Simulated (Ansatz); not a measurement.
**Worked example: vertical ionisation energy of CH3NaS (SMILES C[S][Na])**

The species is CH3NaS (6 atoms), meant as a singlet with charge 0. SMILES: `C[S][Na]`. The coordinates come from a PBE0-D4/def2-TZVP relaxation.

```csv
atom,x (Å),y (Å),z (Å)
C,-0.4131,0.3317,-0.3919
S,-0.1689,-1.2224,0.5271
Na,2.0353,-1.0830,1.6515
H,-1.3857,0.2927,-0.8869
H,0.3449,0.4767,-1.1650
H,-0.4125,1.2043,0.2652
```

Both states at this one shape; open shells run unrestricted unless said. 1 Eh = 27.2114 eV.

| level | program | singlet CH3NaS (Eh) | doublet CH3NaS+ (Eh) | HOMO of the first (eV) |
| --- | --- | --- | --- | --- |
| HF/STO-3G | Ansatz | -592.163396 | -592.128386 | -2.17 |
| HF/3-21G | Ansatz | -595.848056 | -595.634399 | -7.14 |
| HF/def2-SVPD | Ansatz | -598.815015 | -598.604893 | -7.21 |
| B3LYP/6-31G* (Cartesian functions) | Ansatz | -600.419224 | -600.166304 | -4.46 |

Work out the vertical ionisation energy at each level.


1. HF/STO-3G: -592.128386 − (-592.163396) = 0.035010 Eh = 0.95 eV; −ε(HOMO) = 2.17 eV.
2. HF/3-21G: -595.634399 − (-595.848056) = 0.213657 Eh = 5.81 eV; −ε(HOMO) = 7.14 eV.
3. HF/def2-SVPD: -598.604893 − (-598.815015) = 0.210122 Eh = 5.72 eV; −ε(HOMO) = 7.21 eV.
4. B3LYP/6-31G* (Cartesian functions): -600.166304 − (-600.419224) = 0.252920 Eh = 6.88 eV; −ε(HOMO) = 4.46 eV.

No measured value is set beside it here; the levels span 0.95 to 6.88 eV. In Hartree–Fock, −ε(HOMO) (Koopmans) exceeds the difference of totals by the orbital relaxation of the ion. Hartree–Fock favours the state with fewer electron pairs, since it lacks pair correlation. Minimal sets are far from the basis-set limit.
